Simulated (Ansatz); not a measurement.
C3H5FO2 can be A, `COC1(F)CO1`, or B, `O=CCOCF`.

Isolated molecules relaxed with PBE0-D4/def2-TZVP in Ansatz; ΔE leaves out vibrations. CBS: MP2 limit from def2 TZ/QZ plus the TZ coupled-cluster correction, frozen cores. DFT in def2-TZVPP. B3LYP here is the variant with VWN-RPA as its local correlation; programs differ in this. One conformer a species, not always the lowest.

Problem. Which isomer does CCSD(T)/CBS put lower? Give the gap. (An estimate is asked.)

Solution. Ansatz gave: B, by 14.0 kcal/mol.

Problem. Give E(B) − E(A) in kcal/mol with B3LYP-D4, PBE0-D4, CCSD/def2-TZVPP, ωB97M-V, r2SCAN-D4, PBE-D4, CCSD(T)/def2-TZVPP. (Best estimate.)

Solution. Computed: B3LYP-D4 -15.8, PBE0-D4 -11.0, CCSD/def2-TZVPP -14.3, ωB97M-V -12.5, r2SCAN-D4 -11.5, PBE-D4 -12.0, CCSD(T)/def2-TZVPP -14.0. None reverses the order clearly.

Largest T1 diagnostic: 0.013.

In def2-TZVPP, CCSD(T) changes the Hartree–Fock value by +3.9 kcal/mol (the triples alone add +0.2 kcal/mol) and MP2 by +5.1 kcal/mol. From PBE to PBE0 (25 % exact exchange), in def2-TZVPP and without D4, E(B) − E(A) moves by +1.0 kcal/mol.
